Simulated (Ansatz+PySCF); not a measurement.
Values are calculated unless marked as measured or tabulated.
This PySCF input gave a total energy of -26.93728 hartree.

```python
from pyscf import gto, scf

mol = gto.M(atom="""
B 0.000000 0.000000 0.000000
H 0.665110 0.665110 0.665110
H 0.665110 -0.665110 -0.665110
H -0.665110 0.665110 -0.665110
H -0.665110 -0.665110 0.665110
""", basis='def2-svp', charge=-1, spin=0)
mf = scf.UHF(mol)
mf.init_guess = '1e'
mf.kernel()
while True:  # follow internal instabilities
    mo, _, stable, _ = mf.stability(return_status=True)
    if stable: break
    mf.kernel(mf.make_rdm1(mo, mf.mo_occ))
print(mf.converged, mf.e_tot, mf.spin_square()[0])
```

**Question.** Write an input for Ansatz with the same method and basis set.

**Answer.**

```yaml
crystal:
  periodic: [false, false, false]
  atoms:
    - { symbol: B, position_ang: [0.0, 0.0, 0.0] }
    - { symbol: H, position_ang: [0.66511, 0.66511, 0.66511] }
    - { symbol: H, position_ang: [0.66511, -0.66511, -0.66511] }
    - { symbol: H, position_ang: [-0.66511, 0.66511, -0.66511] }
    - { symbol: H, position_ang: [-0.66511, -0.66511, 0.66511] }
basis:
  gaussian: { orbitals: def2-SVP }
total_charge: -1
magnetization:
  spin_polarized: true
hamiltonian:
  xc: hf
```

Ansatz (development build ahead of 0.2.0) gave -26.93728 hartree, 0.03 meV from the first. Caution: no diffuse functions for an anion.
